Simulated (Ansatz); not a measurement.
Consider the hydrogenolysis of a B–Cl bond: `CBCl` + H₂ → `BC` + HCl.

Isolated molecules relaxed with PBE0-D4/def2-TZVP in Ansatz; ΔE leaves out vibrations. CCSD(T)/CBS adds triple-zeta CCSD(T) − MP2 to the extrapolated MP2 energy (def2 sets, frozen cores). This one scheme is used for every species. DFT in def2-TZVPP. B3LYP here is the variant with VWN-RPA as its local correlation; programs differ in this. HSE06 is defined as in plane-wave codes.

`CBCl`:

```xyz
7

C     0.122   -0.664   -0.251
B    -0.244    0.745    0.276
Cl    0.985    1.915    0.704
H     1.190   -0.851   -0.359
H    -0.373   -0.834   -1.214
H    -0.306   -1.417    0.423
H    -1.374    1.106    0.422
```

H₂:

```xyz
2

H    -0.116    0.040    0.352
H     0.116   -0.040   -0.352
```

`BC`:

Z-matrix (Å, degrees):
```
C
B 1 1.548
H 1 1.091 2 115.2
H 1 1.105 2 103.3 3 -114.8
H 1 1.091 2 115.2 3 130.4
H 2 1.199 1 120.9 3 -157.0
H 2 1.199 1 120.9 3 26.7
```

HCl:

```xyz
2

Cl    0.233   -0.431    0.411
H    -0.233    0.431   -0.411
```

| level | ΔE (kJ/mol) | difference from CCSD(T)/CBS |
| --- | --- | --- |
| PBE-D4 | 93.3 | 7.4 |
| revPBE-D4 | 95.1 | 9.2 |
| BLYP-D4 | 90.4 | 4.5 |
| r2SCAN-D4 | 93.5 | 7.6 |
| B97M-V | 88.5 | 2.6 |
| PBE0-D4 | 88.2 | 2.3 |
| B3LYP-D4 | 86.2 | 0.3 |
| r2SCANh-D4 | 91.9 | 6.0 |
| r2SCAN0-D4 | 89.5 | 3.6 |
| HSE06-D4 | 88.3 | 2.4 |
| BHLYP-D4 | 81.3 | -4.6 |
| CAM-B3LYP-D4 | 82.6 | -3.3 |
| ωB97X-V | 84.4 | -1.5 |
| ωB97M-V | 86.6 | 0.7 |
| B2PLYP | 84.6 | -1.3 |
| PBE-QIDH | 87.1 | 1.2 |
| PBE | 90.0 | 4.1 |
| BLYP | 83.3 | -2.6 |
| r2SCAN | 92.8 | 6.9 |
| PBE0 | 85.3 | -0.6 |
| B3LYP | 80.8 | -5.1 |
| r2SCANh | 91.0 | 5.1 |
| r2SCAN0 | 88.6 | 2.7 |
| BHLYP | 76.7 | -9.2 |
| CAM-B3LYP | 79.6 | -6.3 |
| LC-ωPBE | 81.3 | -4.6 |
| RPA@PBE/def2-TZVPP | 80.8 | -5.1 |
| MP2/def2-SVP | 97.2 | 11.3 |
| CCSD/def2-SVP | 86.7 | 0.8 |
| CCSD(T)/def2-SVP | 91.2 | 5.3 |
| HF/def2-TZVPP | 66.5 | -19.4 |
| MP2/def2-TZVPP | 91.9 | 6.0 |
| SCS-MP2/def2-TZVPP | 84.8 | -1.1 |
| CCSD(T)/def2-TZVPP | 84.4 | -1.5 |
| HF/def2-QZVPP | 65.9 | -20.0 |
| MP2/def2-QZVPP | 92.6 | 6.7 |
| SCS-MP2/def2-QZVPP | 85.5 | -0.4 |
| HF/CBS(def2) | 65.8 | -20.1 |
| MP2/CBS(def2) | 93.4 | 7.5 |
| CCSD/CBS(def2) | 80.6 | -5.3 |
| CCSD(T)/CBS | 85.9 | 0 |

Largest T1 diagnostic among the species: 0.011.

From BLYP to BHLYP (50 % exact exchange), in def2-TZVPP and without D4, ΔE moves by −6.6 kJ/mol. Leaving LDA and LC-ωPBE aside and taking each functional with its dispersion term where it has one, the values spread over 13.8 kJ/mol, from BHLYP-D4 to revPBE-D4. LDA lies +5.4 kJ/mol from PBE without D4. At CCSD(T), def2-SVP lies +5.3 kJ/mol from the extrapolated value and def2-TZVPP −1.5 kJ/mol.
